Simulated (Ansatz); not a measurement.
We consider rock-salt HfN, described by PBE-D4 (PAW; Ansatz, a program for electronic structure).

Run with plane-wave cutoff 520 eV, 22×22×22 k mesh, Fermi–Dirac smearing 0.05 eV, scalar-relativistic PAW data made under PBE.

Cell (relaxed at this level):

Space group Fm-3m (No. 225); a = 4.521 Å, b = 4.521 Å, c = 4.521 Å, α = 90.00°, β = 90.00°, γ = 90.00°

```tsv
atom	site	symmetry	x	y	z
Hf	4a	m-3m	0.0000	0.0000	0.0000
N	4b	m-3m	0.5000	0.5000	0.5000
```
(The calculation used a cell of 2 atoms; values per cell refer to that cell.)

Question: Give the computed bulk modulus B0 and pressure derivative B′ of the bulk modulus.

Answer: 
- bulk modulus B0 = 271 GPa
- pressure derivative B′ of the bulk modulus = 4.3

The run finds no gap.

Measured, for comparison: bulk modulus 260 GPa (room temperature, no zero-point or thermal correction, our sources range from 260 to 306; as tabulated in Synthesis of Binary Transition Metal Nitrides, Carbides and Borides from the …). Computed (rounded) less measured: bulk modulus not scored (sources differ).

Spin–orbit coupling is not included.

Static lattice: no zero-point or thermal effects.
